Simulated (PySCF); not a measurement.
Estimate the missing entries of this data sheet.

Species: cyclobutanemethanol, C5H10O.
SMILES: `OCC1CCC1`

Conformer (atom-mapped SMILES and torsion angles): `[OH:1][CH2:2][CH:3]1[CH2:4][CH2:5][CH2:6]1`: O1–C2–C3–C4 68°, H–O1–C2–C3 -58°.

```json
{"property": "point group", "level": "PBE0-D3(BJ)/def2-SVP", "value": "C1"}
{"property": "rotational constants A, B, C", "level": "PBE0-D3(BJ)/def2-SVP", "value": "8.337, 2.253, 1.929 GHz"}
{"property": "dipole moment", "level": "CAM-B3LYP/def2-SVPD", "value": "1.85 D"}
{"property": "HOMO energy", "level": "CAM-B3LYP/def2-SVPD", "value": "?"}
{"property": "LUMO energy", "level": "CAM-B3LYP/def2-SVPD", "value": "1.27 eV"}
{"property": "lowest singlet excitation", "level": "TDDFT CAM-B3LYP/def2-SVPD", "value": "?"}
{"property": "strongest line among the 10 lowest singlet transitions", "level": "TDDFT CAM-B3LYP/def2-SVPD", "value": "S4 at 8.33 eV (149 nm, f = 0.050)"}
{"property": "lowest triplet excitation (Tamm–Dancoff)", "level": "TDA CAM-B3LYP/def2-SVPD", "value": "6.73 eV"}
{"property": "static isotropic polarisability", "level": "CAM-B3LYP/def2-SVPD", "value": "63.4 au"}
{"property": "vertical ionisation energy", "level": "ΔSCF CAM-B3LYP/def2-SVPD", "value": "10.20 eV"}
{"property": "electronic spatial extent ⟨r²⟩ about the centre of nuclear charge", "level": "CAM-B3LYP/def2-SVPD", "value": "?"}
{"property": "13C chemical shifts (computed TMS as zero) by class", "level": "GIAO PBE0/pcSseg-1", "value": "?"}
{"property": "1H chemical shifts (computed TMS as zero) by class", "level": "GIAO PBE0/pcSseg-1", "value": "3.43 (2 H), 2.35 (1 H), 1.88 (1 H), 1.83 (2 H), 1.66 (1 H), 1.35 (2 H), 0.02 (1 H) ppm"}
{"property": "isotropic shieldings of nuclei other than C and H, by class", "level": "GIAO PBE0/pcSseg-1", "value": "302 (1 O) ppm"}
{"property": "largest of the computed one-bond spin–spin couplings (means over like bonds)", "level": "B3LYP/pcJ-1, spin–dipole term left out", "value": "13C–1H +144.9, 13C–1H +144.7 (×2), 13C–1H +143.5 (×2), 13C–1H +138.3, 13C–1H +138.2, 13C–1H +134.2 (×2), 17O–1H -70.7, 13C–13C +38.8 Hz"}
{"property": "core binding energies", "level": "ΔSCF SCAN, pcX-2 on the ionised atom, pcseg-1 elsewhere, spin-free X2C", "value": "C1s 290.5, C1s 290.5 (×2), C1s 290.6, C1s 291.9, O1s 538.6 eV"}
```

The electronic properties come from PySCF, for the isolated species, density fitting. One conformer (not necessarily the lowest) at the PBE0-D3(BJ)/def2-SVP geometry, without solvent or vibrations. NMR classes are plain means over equivalent atoms (diastereotopic ones count apart unless rotation or inversion swaps them), as if these changed places fast; in this geometry the members of some classes differ.

**Question.** The 13C chemical shifts (computed TMS as zero) by class?

**Answer.** 71.9 (1 C), 39.0 (1 C), 26.4 (2 C), 20.0 (1 C) ppm.

**Question.** The electronic spatial extent ⟨r²⟩ about the centre of nuclear charge?

**Answer.** 670 bohr².

**Question.** What is the lowest singlet excitation?

**Answer.** 7.04 eV (176 nm, f = 0.006).

**Question.** The HOMO energy?

**Answer.** -9.26 eV.

The ΔSCF ionisation energy exceeds −ε(HOMO) by 0.94 eV with CAM-B3LYP. With B = h/(8π²I), that is 505.379 GHz u Å² over I, the principal moments of inertia are 60.6, 224.3 and 262.0 u Å² (most abundant isotopes). The vertical singlet–triplet gap S1 − T1 is 0.31 eV (TDDFT singlet less Tamm–Dancoff triplet; S1: HOMO→LUMO, weight 0.78; T1: HOMO→LUMO, weight 0.72).
